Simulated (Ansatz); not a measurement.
`O/C=C(/O)CF`, charge 0, multiplicity 1.

Question: Give a relaxed structure at PBE0-D4/def2-TZVP (the Gaussian-basis code of Ansatz). (Estimate.)

Answer: Ansatz gave: 
Cartesian coordinates in Å:
```
O 0.8134 -1.2133 1.5121
C 0.4488 0.0451 1.1597
C -0.0787 0.4610 0.0098
O -0.4150 1.7673 -0.2435
C -0.4055 -0.3513 -1.1972
F -0.0806 -1.6887 -1.0198
H 0.6340 -1.8049 0.7728
H 0.6333 0.7573 1.9588
H -0.2240 2.3027 0.5315
H -1.4761 -0.2924 -1.4187
H 0.1504 0.0171 -2.0655
```
Point group Cs.
This is one stationary point; other conformers may exist.
